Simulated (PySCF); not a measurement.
Gas-phase reaction: c-Si₃H₆ + 3 Cl₂ → 3 SiH₂Cl₂

Energies from PySCF, thermal terms from the rigid-rotor harmonic-oscillator model, ideal gas at 1 bar. † marks an energy on the PBE0/def2-TZVP geometry and frequencies. All species are closed-shell singlets. c-Si₃H₆: computed as isolated molecules; such fragments, hydroxides, amides, oligomers or adducts are transient or little studied in the gas.

PBE/def2-TZVP† gives ΔH°(298 K) = -1101 kJ.

Task: What do M06-2X/def2-TZVP†, PBE0/def2-SVP†, ωB97X-V/def2-TZVP† give?

Result: M06-2X/def2-TZVP†: -1218 kJ; PBE0/def2-SVP†: -1185 kJ; ωB97X-V/def2-TZVP†: -1205 kJ. For scale, ΔH°(298 K) is -1101 kJ at this level, -1214 kJ at ωB97M-V/def2-TZVP†, and runs from -1306 to -1101 kJ over the 20 levels computed.
